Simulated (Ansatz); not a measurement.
## Worked example: correlation energy of [NH2···H···CH3], doublet

Geometry: a point of a hydrogen-transfer path between rigid fragments, not a stationary point.

```csv
atom,x (Å),y (Å),z (Å)
N,-1.2557,-0.0178,-0.0277
H,-1.5529,0.9501,-0.0277
H,-1.5529,-0.4201,0.8526
H,-0.2432,-0.0178,-0.0277
C,1.3943,-0.0178,-0.0277
H,1.3943,-1.0978,-0.0277
H,1.3943,0.5222,0.9077
H,1.3943,0.5222,-0.9630
```

Basis cc-pVDZ; Ansatz 0.2.0. Only valence electrons are correlated (noble-gas cores frozen), which leaves 15 electrons in 56 orbitals. R marks a restricted (for open shells ROHF) determinant, U an unrestricted one.

Full CI isn't at hand for all of this; UCCSDT(Q) serves as the reference, and is uncertain by about the last step of the cluster series.

Runs differ by some tens of microhartree through their thresholds and, for an open shell, their frozen cores, so steps under 0.03 kcal/mol mean nothing.

```json
{"level": "UHF", "total energy (hartree)": "-95.735568"}
{"level": "UMP2", "total energy (hartree)": "-96.056880"}
{"level": "UCCSD", "total energy (hartree)": "-96.094843"}
{"level": "UCCSD(T)", "total energy (hartree)": "-96.102248"}
{"level": "UCCSDT", "total energy (hartree)": "-96.102980"}
{"level": "UCCSDT(Q)", "total energy (hartree)": "-96.103484"}
```

**Question.** What is the correlation energy at UCCSDT(Q), and what share of it do UMP2 and UCCSD recover?

**Answer.** E(corr) = -96.103484 − (-95.735568) = -0.367916 hartree = -10.012 eV. UMP2: -0.321312 / -0.367916 = 87.33 %. UCCSD: -0.359275 / -0.367916 = 97.65 %.

**Question.** By how many kcal/mol does UCCSD(T) miss UCCSDT(Q) (1 hartree = 627.509 kcal/mol), and which steps make up the rest?

**Answer.** -96.102248 − (-96.103484) = 0.001236 hartree = 0.78 kcal/mol. Steps: UCCSDT − UCCSD(T) = -0.46, UCCSDT(Q) − UCCSDT = -0.32 kcal/mol. That is within 1 kcal/mol of the reference in this basis, which itself misses far more of the correlation at the basis-set limit.
